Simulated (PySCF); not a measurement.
Compound: C₄H₇OP.
Structure used (GFN2-xTB), in Å, numbered top down from 1:
```
atom  x, y, z in Å
C1     2.8851    0.3264    0.0354
C2     1.5002   -0.0545    0.1604
C3     0.3378   -0.3443    0.2849
P4    -1.3335   -0.8971    0.3826
C5    -2.3376    0.5022   -0.2114
O6    -1.6008   -2.1700   -0.2865
H7     3.4500   -0.0572    0.8843
H8     3.2999   -0.0886   -0.8823
H9     2.9742    1.4120    0.0093
H10   -1.5532   -0.9218    1.7588
H11   -2.0980    1.4168    0.3215
H12   -2.1402    0.6264   -1.2758
H13   -3.3883    0.2502   -0.0774
```

Computed with TDDFT PBE0/def2-SVPD, vertical, gas phase, core orbitals frozen in the response (PySCF 2.14.0, density-fitted response routines). GFN2-xTB frequencies show an imaginary mode (34i cm⁻¹), so this geometry is no minimum at that level.

Transition dipole moments from the ground state, in atomic units and in the frame of the coordinates above (overall signs are arbitrary), for the states with f of 0.002 or more among the lowest 8:

| state | E (eV) | μx | μy | μz |
| --- | --- | --- | --- | --- |
| S2 | 6.167 | -0.200 | -0.034 | 0.008 |
| S3 | 6.224 | 0.163 | 0.151 | -0.040 |
| S4 | 6.375 | 0.070 | -0.057 | 0.111 |
| S5 | 6.604 | 0.588 | -0.106 | -0.095 |
| S6 | 6.709 | -0.034 | -0.149 | -0.096 |
| S7 | 6.930 | 0.015 | 0.097 | -0.087 |
| S8 | 7.321 | 0.080 | 0.045 | 0.062 |

(1) What oscillator strength does each state have?

(2) What peak molar absorption coefficient would the strongest computed level give as a lone Gaussian band 0.5 eV wide at half height?

Answers

(1) f = (2/3) ΔE |μ|² with ΔE in hartree (27.2114 eV).

```json
{"state": "S2", "|μ|² (au)": "0.041", "|μ| (D)": "0.52", "f": "0.006"}
{"state": "S3", "|μ|² (au)": "0.051", "|μ| (D)": "0.57", "f": "0.008"}
{"state": "S4", "|μ|² (au)": "0.020", "|μ| (D)": "0.36", "f": "0.003"}
{"state": "S5", "|μ|² (au)": "0.366", "|μ| (D)": "1.54", "f": "0.059"}
{"state": "S6", "|μ|² (au)": "0.033", "|μ| (D)": "0.46", "f": "0.005"}
{"state": "S7", "|μ|² (au)": "0.017", "|μ| (D)": "0.33", "f": "0.003"}
{"state": "S8", "|μ|² (au)": "0.012", "|μ| (D)": "0.28", "f": "0.002"}
```

(2) ε(max) = 2.175×10⁸ f / FWHM, with the width in cm⁻¹. S5: 2.175×10⁸ × 0.0592 / 4033 ≈ 3200 L mol⁻¹ cm⁻¹.
